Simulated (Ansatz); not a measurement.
# Structure relaxation of Ga2Cl

Theory: DFT PBE, scalar-relativistic, plane waves, PAW in Ansatz. Cutoff 420 eV, Γ-centred k mesh, Gaussian smearing, no spin polarisation in the final step.

The start puts Ga2Cl on the anti-fluorite structure type (Fm-3m, No. 225), with Cl in place of Ca, Ga in place of F, at a guessed volume.

```xyz
3
Lattice="0.0000 3.1031 3.1031 3.1031 0.0000 3.1031 3.1031 3.1031 0.0000" Properties=species:S:1:pos:R:3 pbc="T T T"
Ga    1.5515    1.5515    1.5515
Ga    4.6546    4.6546    4.6546
Cl    0.0000    0.0000    0.0000
```

Cell and atoms relax at zero pressure; the relaxation can't lower the symmetry of the start. After a coarse first stage the cell is made exact in the group found at 0.06 Å.

Energies over the elements count from the elements' standard structures at the same level (Cl₂ as a molecule), with no empirical corrections.

(1) Describe the relaxed structure.

(2) What are its volume, energy, density and gap?

## Answers

(1) It keeps Fm-3m (No. 225). The result has the fluorite structure. Conventional cell: a = 7.079 Å. Around Ga lie 4 Cl at 3.07 Å and 6 Ga at 3.54 Å; Cl is coordinated by 8 Ga at 3.07 Å.

Space group Fm-3m (No. 225). a = 7.079 Å, b = 7.079 Å, c = 7.079 Å, α = 90.00°, β = 90.00°, γ = 90.00°
```csv
atom,site,symmetry,x,y,z
Ga,8c,-43m,0.2500,0.7500,0.7500
Cl,4a,m-3m,0.0000,0.0000,0.0000
```

(2) The volume per atom is 29.56 Å³. The density is 3.28 g/cm³, the energy over the elements is 0.01 eV/atom and the gap on the 12×12×12 mesh is 0 eV (a metal).

The final run used a 12×12×12 mesh on its 3-atom cell and 0.10 eV smearing. For metals, differences of a few meV/atom aren't resolved. A structure relaxed within its symmetry needn't be a true minimum. The steps took roughly 30 core-seconds in all.

Cost: 3 runs of about 0.57 core-minutes in all, on Intel Xeon Platinum 8488C (Sapphire Rapids) (shared hosts).